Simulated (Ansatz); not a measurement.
C4H8O can be A, `CCCC=O`, or B, `OC1CCC1`.

Computed with Ansatz on PBE0-D4/def2-TZVP structures; ΔE is electronic, products minus reactants. CCSD(T)/CBS adds triple-zeta CCSD(T) − MP2 to the extrapolated MP2 energy (def2 sets, frozen cores). Functionals use def2-TZVPP. One conformer a species, not always the lowest.

Q: Which isomer does CCSD(T)/CBS put lower? Give the gap. (Best estimate.)

A: Computed: A, by 13.8 kcal/mol.

Q: Give E(B) − E(A) in kcal/mol with CCSD(T)/def2-TZVPP, CCSD/def2-TZVPP, HF/def2-TZVPP, PBE-D4, ωB97M-V, MP2/def2-TZVPP, r2SCAN-D4. (An estimate is asked.)

A: The calculation gave: CCSD(T)/def2-TZVPP 14.5, CCSD/def2-TZVPP 14.3, HF/def2-TZVPP 19.3, PBE-D4 14.3, ωB97M-V 13.8, MP2/def2-TZVPP 13.3, r2SCAN-D4 15.5. None reverses the order clearly.

Largest T1 diagnostic: 0.012.

In def2-TZVPP, CCSD(T) changes the Hartree–Fock value by −4.8 kcal/mol (the triples alone add +0.2 kcal/mol) and MP2 by −6.1 kcal/mol. From PBE to PBE0 (25 % exact exchange), in def2-TZVPP and without D4, E(B) − E(A) moves by −2.3 kcal/mol.
